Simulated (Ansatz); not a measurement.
Born–Oppenheimer molecular dynamics of AlH$_{6}$N (8 atoms, charge 0, multiplicity 1). It starts at the highest image of a converged band. Of that band: Neighbouring images differ by up to 1.4 eV, so the band resolves the path poorly. A vibrational analysis at the climbing image gives one clearly imaginary mode, 1258i cm⁻¹: a first-order saddle point.

These are results of Ansatz, RKS B3LYP-D4/cc-pVDZ, not measurements.

```json
{
  "ensemble": "NVE (velocity Verlet)",
  "time step": "0.5 fs",
  "steps asked": "200",
  "starting velocities drawn for": "100 K",
  "seed": "4064"
}
```

First frame:

```xyz
8
Properties=species:S:1:pos:R:3
Al 0.024 -0.347 -0.067
H -0.248 0.063 1.722
H 1.416 0.289 -0.486
H -1.359 -0.105 -0.810
N 0.158 -2.051 0.833
H -0.574 -2.760 0.775
H 1.057 -2.510 0.983
H -0.106 -0.926 1.671
```

How far do the bonds stretch over the last three quarters of this one trajectory? (Pairs bonded in most of those frames.)


```
  bond  mean (Å)  spread (Å)  shortest  longest
Al1–H3     1.590       0.031      1.54     1.64
Al1–H4     1.589       0.004      1.58     1.60
Al1–N5     1.797       0.072      1.69     1.91
 H2–H8     0.763       0.009      0.75     0.78
 N5–H6     1.019       0.016      1.00     1.04
 N5–H7     1.019       0.013      1.00     1.04
```

Mean temperature of the second half: 914 K. The conserved energy stayed within 0.082 meV per atom of its start (net change 0.04 meV per atom), so the integration is sound. The kinetic energy rose, since the run started high on the potential surface and went downhill. It ends in pieces (AlH4N + H2), so much of that is their flight and rotation, not heat. A run of 0.1 ps of so small a system gives no equilibrium averages. The orbitals stay closed-shell, which can raise the energy where a bond breaks towards radicals; this wasn't checked here.

Time of the run: 6.2 min on 1 thread of Arm Neoverse V1, with other jobs on the host, peak memory 0.12 GiB.
